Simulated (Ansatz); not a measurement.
**C4H10: basis-set convergence**

How large a basis does C4H10 need? Two functionals are run in growing sets.

Method: one geometry, several basis sets; program: Ansatz 0.2.0, Gaussian basis.

Plan: PBE0-D4/def2-SVP; ωB97M-V/def2-SVP; PBE0-D4/def2-QZVPP; ωB97M-V/def2-QZVPP; the functionals' def2-TZVPP values are taken from earlier runs.

**1. The geometry**

An earlier PBE0-D4 in a triple-zeta def2 set relaxation fixed the geometry.

SMILES `CC(C)C`, 14 atoms, charge 0, spin multiplicity 1.

Atoms are counted from 1 here; the program's logs count them from 0.

Bond lengths: C1–C2 1.522 Å, C1–H5 1.093 Å, C1–H6 1.093 Å, C1–H7 1.095 Å, C2–C3 1.522 Å, C2–C4 1.522 Å, C2–H8 1.098 Å, C3–H9 1.095 Å, C3–H10 1.093 Å, C3–H11 1.093 Å, C4–H12 1.093 Å, C4–H13 1.095 Å, C4–H14 1.093 Å. Angles: C2–C1–H5 111.4°, C2–C1–H6 111.4°, C2–C1–H7 110.6°, H5–C1–H6 107.9°, H5–C1–H7 107.7°, H6–C1–H7 107.7°, C1–C2–C3 111.0°, C1–C2–C4 111.0°, C1–C2–H8 107.9°, C3–C2–C4 111.0°, C3–C2–H8 107.9°, C4–C2–H8 107.9°, C2–C3–H9 110.6°, C2–C3–H10 111.4°, C2–C3–H11 111.4°, H9–C3–H10 107.7°, H9–C3–H11 107.7°, H10–C3–H11 107.9° and more.

**2. PBE0-D4 in def2-SVP**

in.yaml

```yaml
crystal:
  periodic: [false, false, false]
  atoms:
    - {symbol: C, position_ang: [-0.528345, 1.079996, -0.808996]}
    - {symbol: C, position_ang: [-0.330692, -0.011523, 0.232498]}
    - {symbol: C, position_ang: [0.860285, 0.298680, 1.127241]}
    - {symbol: C, position_ang: [-0.175161, -1.373191, -0.428478]}
    - {symbol: H, position_ang: [-1.400376, 0.879293, -1.436923]}
    - {symbol: H, position_ang: [-0.668738, 2.057760, -0.340723]}
    - {symbol: H, position_ang: [0.345142, 1.148601, -1.465745]}
    - {symbol: H, position_ang: [-1.228375, -0.042865, 0.863654]}
    - {symbol: H, position_ang: [1.783179, 0.340762, 0.539444]}
    - {symbol: H, position_ang: [0.991682, -0.466876, 1.896443]}
    - {symbol: H, position_ang: [0.742305, 1.262825, 1.628754]}
    - {symbol: H, position_ang: [-0.062142, -2.166959, 0.314602]}
    - {symbol: H, position_ang: [0.711568, -1.390691, -1.070673]}
    - {symbol: H, position_ang: [-1.040332, -1.615810, -1.051078]}
basis:
  gaussian: {orbitals: def2-SVP}
hamiltonian: {xc: pbe0, dispersion: d4}
output: {orbitals: {seedname: orbitals}}
```

On the command line:

```
$ ansatz run in.yaml --threads 4 --pin off --events-out ev --progress --plain --max-ram 10444MiB
```

The runs that follow: ωB97M-V in def2-SVP; PBE0-D4 in def2-QZVPP; ωB97M-V in def2-QZVPP.

Before running them: what should the planned runs give, taken together? Wanted: PBE0-D4: double and triple zeta above quadruple; ωB97M-V: double and triple zeta above quadruple.

**Answer**, as computed:

```
                                       quantity          value
PBE0-D4: double and triple zeta above quadruple  4.92, 0.25 eV
ωB97M-V: double and triple zeta above quadruple  5.27, 0.25 eV
```

What this shows: For PBE0-D4 the step from double to triple zeta gains 4.66 eV and the next only 0.25 eV. Total energies overstate the basis error of differences, where much of it tends to cancel. The LUMO of ωB97M-V is positive and keeps falling with the basis (3.38 to 1.93 eV): an unbound level that the basis holds in place.
